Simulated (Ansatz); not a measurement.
# Si₂NH₆ radical: one species, many methods

The task here is to estimate one member of a computed series from the others.

Program: Ansatz 0.2.0, Gaussian basis. Level of theory: functionals in def2-TZVPP, the program's frozen cores in correlated methods. These are calculated values, not measurements.

Plan: LDA (SPW92), PBE-D4, revPBE-D4, BLYP-D4, r2SCAN-D4, B97M-V, PBE0-D4, B3LYP-D4, r2SCANh-D4, r2SCAN0-D4, HSE06-D4, BHLYP-D4, CAM-B3LYP-D4, LC-ωPBE, ωB97X-V, ωB97M-V, B2PLYP, PBE-QIDH; CCSD(T)/def2-SVP; CCSD(T)/def2-TZVPP; CCSD(T)/def2-QZVPP; extrapolation to the limit; RPA on PBE.

### Structure used throughout

The geometry comes from an earlier relaxation with PBE0-D4 in a triple-zeta def2 set; it is a stationary point, not always the lowest conformer.

SMILES `[SiH3][N][SiH3]`, 9 atoms, charge 0, spin multiplicity 2.

Atoms are counted from 1 here; the program's logs count them from 0.

Bond lengths: Si1–N2 1.720 Å, Si1–H4 1.490 Å, Si1–H5 1.490 Å, Si1–H6 1.486 Å, N2–Si3 1.720 Å, Si3–H7 1.490 Å, Si3–H8 1.490 Å, Si3–H9 1.486 Å. Angles: N2–Si1–H4 115.3°, N2–Si1–H5 105.5°, N2–Si1–H6 108.5°, H4–Si1–H5 109.0°, H4–Si1–H6 108.9°, H5–Si1–H6 109.5°, Si1–N2–Si3 137.8°, N2–Si3–H7 105.6°, N2–Si3–H8 115.3°, N2–Si3–H9 108.4°, H7–Si3–H8 109.0°, H7–Si3–H9 109.5°, H8–Si3–H9 108.9°.

The first run:

in.yaml

```yaml
crystal:
  periodic: [false, false, false]
  atoms:
    - {symbol: Si, position_ang: [-0.774009, 1.094499, -0.884002]}
    - {symbol: N, position_ang: [0.224383, 0.477813, 0.374048]}
    - {symbol: Si, position_ang: [0.765159, -1.055191, 0.937334]}
    - {symbol: H, position_ang: [-1.664376, 0.094297, -1.538170]}
    - {symbol: H, position_ang: [0.163333, 1.647117, -1.901694]}
    - {symbol: H, position_ang: [-1.607908, 2.192703, -0.329486]}
    - {symbol: H, position_ang: [2.187462, -1.161066, 0.507018]}
    - {symbol: H, position_ang: [0.011773, -2.229280, 0.412920]}
    - {symbol: H, position_ang: [0.694184, -1.060881, 2.422033]}
basis:
  gaussian: {orbitals: def2-TZVPP}
magnetization: {spin_polarized: true, initial_magnetization: 1}
hamiltonian: {xc: lda}
output: {orbitals: {seedname: orbitals}}
```

Run with:

```sh
ansatz run in.yaml --threads 2 --pin off --events-out ev --progress --plain --max-ram 32768MiB --backend cpu
```

Steps of the session up to this table: LDA; PBE-D4 (GGA); revPBE-D4 (GGA); BLYP-D4 (GGA); r2SCAN-D4 (meta-GGA); B97M-V (meta-GGA); B3LYP-D4 (hybrid); r2SCANh-D4 (hybrid); r2SCAN0-D4 (hybrid); HSE06-D4 (hybrid); BHLYP-D4 (hybrid); CAM-B3LYP-D4 (range-separated); LC-ωPBE (range-separated); ωB97X-V (range-separated); ωB97M-V (range-separated); B2PLYP (double hybrid); PBE-QIDH (double hybrid).

One of the session's tables, all rows but one given; the rest of the session is left out.

It belongs to the step «Frontier levels by functional». 

```
  functional  HOMO (eV)  LUMO (eV)  gap (eV)
 LDA (SPW92)      -6.20      -5.70      0.50
      PBE-D4      -6.22      -5.33      0.89
   revPBE-D4      -6.20      -5.23      0.97
     BLYP-D4      -6.11      -5.24      0.87
   r2SCAN-D4      -6.57      -4.88      1.70
      B97M-V      -6.78      -5.05      1.73
     PBE0-D4          ?          ?         ?
    B3LYP-D4      -7.42      -4.43      2.99
  r2SCANh-D4      -7.09      -4.41      2.69
  r2SCAN0-D4      -7.87      -3.70      4.17
    HSE06-D4      -7.24      -4.44      2.80
    BHLYP-D4      -8.98      -2.67      6.31
CAM-B3LYP-D4      -9.06      -2.92      6.14
     LC-ωPBE     -10.47      -1.56      8.91
     ωB97X-V     -10.10      -1.94      8.16
     ωB97M-V      -9.95      -2.05      7.91
```

**Question.** Estimate the row for PBE0-D4.

**Answer.** HOMO (eV): -7.65; LUMO (eV): -4.05; gap (eV): 3.60. In the column «HOMO (eV)» it lies between r2SCAN0-D4 (-7.87) and B3LYP-D4 (-7.42).
